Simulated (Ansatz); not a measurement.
The input, for Ansatz 0.2.0:

```yaml
crystal:
  periodic: [false, false, false]
  atoms:
    - {symbol: Si, position_ang: [0.000000, 0.000000, 0.185667]}
    - {symbol: As, position_ang: [0.000000, 0.000000, -1.856233]}
    - {symbol: H, position_ang: [0.000000, 0.000000, 1.670567]}
basis:
  gaussian: {orbitals: cc-pVDZ}
magnetization: {spin_polarized: false}
correlation: {method: ccsdtq, electrons: outside_noble_gas}
```

```sh
$ ansatz run in.yaml --threads 2 --pin off --events-out ev --progress --plain --max-ram 24576MiB --backend cuda --devices 0, --max-vram 18GiB
```

(1) Roughly how long does this take on 2 threads of AMD EPYC 7R13 with a shared H100 80 GB, shared host, and how much host memory?

```
946 factors; integrals over basis functions are off by at most 1.4e-7 eV
mean field evaluation 1: about -68670.1737 eV, gradient 1.3e1 eV
mean field evaluation 2: about -68670.1769 eV, gradient 1.3e1 eV
mean field evaluation 4: about -68671.0918 eV, gradient 1.8e0 eV
mean field evaluation 8: about -68671.1182 eV, gradient 4.0e-4 eV
mean field evaluation 16: about -68671.1142 eV, gradient 1.7e-1 eV
mean field -68671.11821821 eV, -2523.6170475636 hartree, gradient 2.8e-6 eV, S^2 0.000000; 0 other end points of the search recorded, 0 dependent functions left out; unrestricted orbitals would lower it
19 core orbitals not correlated: weight in the atoms' cores, before any rotation towards them, 1.000 or more for the frozen orbitals, at most 0.000 for the correlated occupied ones
reference -68671.11821821 eV, -2523.6170475636 hartree; 5, 5 occupied and 26, 26 virtual orbitals, 946 factors
second order -5.45898601 eV of doubles, -0.00000000 eV of singles
cycle   1  -5.67249457 eV  change   -2.1e-1 eV  update   1.3e-1
cycle   2  -6.09405888 eV  change   -4.2e-1 eV  update   7.9e-2
cycle   3  -6.44468320 eV  change   -3.5e-1 eV  update   3.5e-2
cycle   4  -6.41793815 eV  change    2.7e-2 eV  update   1.5e-2
cycle   5  -6.43896877 eV  change   -2.1e-2 eV  update   8.4e-3
cycle   6  -6.44499389 eV  change   -6.0e-3 eV  update   3.8e-3
cycle   7  -6.44413252 eV  change    8.6e-4 eV  update   2.3e-3
cycle   8  -6.44327031 eV  change    8.6e-4 eV  update   7.1e-4
cycle   9  -6.44405642 eV  change   -7.9e-4 eV  update   3.3e-4
cycle  10  -6.44426675 eV  change   -2.1e-4 eV  update   1.1e-4
cycle  11  -6.44416820 eV  change    9.9e-5 eV  update   5.9e-5
cycle  12  -6.44415565 eV  change    1.3e-5 eV  update   2.5e-5
cycle  13  -6.44416449 eV  change   -8.8e-6 eV  update   1.3e-5
cycle  14  -6.44416799 eV  change   -3.5e-6 eV  update   6.4e-6
cycle  15  -6.44417245 eV  change   -4.5e-6 eV  update   2.7e-6
cycle  16  -6.44417102 eV  change    1.4e-6 eV  update   1.4e-6
cycle  17  -6.44416891 eV  change    2.1e-6 eV  update   7.0e-7
cycle  18  -6.44416908 eV  change   -1.7e-7 eV  update   2.5e-7
Total energy: -68677.56238730 eV, -2523.8538664094 hartree
```

## Answers

(1) 14 s wall and 0.79 GiB.
